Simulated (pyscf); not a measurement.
Elementary routes open to AsH [triplet] + H₂O in the gas phase (triplet surface):
A. HO–As: [triplet] + H₂ (As–H, H–O broken; As–O, H–H formed)
B. HO–AsH• + H• (H–O broken; As–O formed)

Optimised with ωB97X-D3(BJ)/def2-SVP in PySCF.

Q: Rank the routes by free-energy barrier at 298 K, lowest first, for ωB97M-D3(BJ)/def2-TZVP energies (ideal gas, 1 atm, RRHO with modes under 100 cm⁻¹ raised to 100, one conformer, R ln 2 for chiral ones without a mode under 150 cm⁻¹).

A: B (236.8 kJ/mol), A (243.5 kJ/mol)

Route B is the fastest of these, ahead of the next by 6.7 kJ/mol. The most stable products are those of A (ΔG = +15.0 kJ/mol), whose barrier is 6.7 kJ/mol higher: the kinetic and the thermodynamic product differ. At 1200 K B is still the fastest. Only these routes are compared; each barrier is that of the saddle found, and lower ones may exist. Elements up to Kr have no core potential and no relativistic terms here.
